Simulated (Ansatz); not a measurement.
hcp against bcc along group 13

All numbers below come from Ansatz, DFT, LDA (PW92), plane waves (420 eV) with PAW, scalar-relativistic. (PAW data from PBE, frozen cores regenerated.)

Each structure is relaxed within its symmetry, in the lowest magnetic state of the tried starts. Differences under about 8 meV lie within the error of the k-point mesh.

```
element  E(hcp) − E(bcc) (meV/atom)  V(hcp) (Å³/atom)  V(bcc) (Å³/atom)       state of hcp       state of bcc
     Al                         -63             15.93             16.24  spin not included  spin not included
     Ga                          -6             17.26             17.38  spin not included  spin not included
     In                          -4             24.73             24.87  spin not included  spin not included
     Tl                          -4             27.27             27.27  spin not included  spin not included
```
